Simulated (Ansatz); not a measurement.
`N[SiH]` + H₂S → `[SiH]S` + NH₃  (ligand exchange at the Si–N bond)

Gas-phase electronic energies from Ansatz, PBE0-D4/def2-TZVP geometries. CCSD(T)/CBS is extrapolated from def2-TZVPP and def2-QZVPP, frozen cores. DFT in def2-TZVPP. B3LYP here is the variant with VWN-RPA as its local correlation; programs differ in this. HSE06 is defined as in plane-wave codes.

(1) Is it downhill or uphill in electronic energy at CCSD(T)/CBS, and by how much? (An estimate is asked.)

(2) What do these levels give: B97M-V, B3LYP-D4, HSE06-D4, CAM-B3LYP-D4, PBE-QIDH, CAM-B3LYP, LC-ωPBE, CCSD(T)/def2-SVP, HF/def2-TZVPP, MP2/cc-pV(D+d)Z, HF/cc-pV(T+d)Z, CCSD/cc-pV(T+d)Z? (Best estimate.)

Largest T1 diagnostic among the species: 0.016.

## Answers

(1) The calculation gave: Downhill: ΔE = -0.06 eV.

(2) Computed: B97M-V -0.09, B3LYP-D4 -0.05, HSE06-D4 -0.12, CAM-B3LYP-D4 0.03, PBE-QIDH -0.08, CAM-B3LYP 0.04, LC-ωPBE 0.00, CCSD(T)/def2-SVP 0.05, HF/def2-TZVPP 0.05, MP2/cc-pV(D+d)Z 0.02, HF/cc-pV(T+d)Z 0.06, CCSD/cc-pV(T+d)Z 0.03 eV.

From BLYP to BHLYP (50 % exact exchange), in def2-TZVPP and without D4, ΔE moves by +0.05 eV. In def2-TZVPP, CCSD(T) changes the Hartree–Fock value by −0.07 eV (the triples alone add −0.03 eV) and MP2 by −0.09 eV.
